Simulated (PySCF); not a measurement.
S₂⁺: from constants to spectrum

UHF-CCSD(T) constants of S₂⁺, ²Πg (doublet), unpaired electrons π ↑ (PySCF, no relativity, basis sets S 3-21G; masses 31.9721 and 31.9721 u):

| Property | Result |
| --- | --- |
| ωe | 491.9 cm⁻¹ |
| ωexe | 2.99 cm⁻¹ |
| Be | 0.24592 cm⁻¹ |
| αe | 0.00188 cm⁻¹ |
| De to S⁺ + S | 2.12 eV |

Task: What force constant and bond length do these constants imply?

Result: Reduced mass μred = 15.986 u; k = 5.8918×10⁻⁷·μred·ωe² (u, cm⁻¹, mdyn/Å) = 2.28 mdyn/Å; Re = √(16.8576/(μred·Be)) (u, cm⁻¹, Å) = 2.071 Å.

Task: Estimate the centrifugal constant D from the Kratzer relation and find the Dunham coefficient a1.

Result: D = 4Be³/ωe² = 2.46e-07 cm⁻¹; a1 = −1 − αeωe/(6Be²) = -3.55.

Correlated steps freeze 10 core orbitals. 3-21G is very small, so such numbers show the basis as much as the molecule. The state is the lowest determinant that a PBE0 search found; another state may lie lower at other levels.
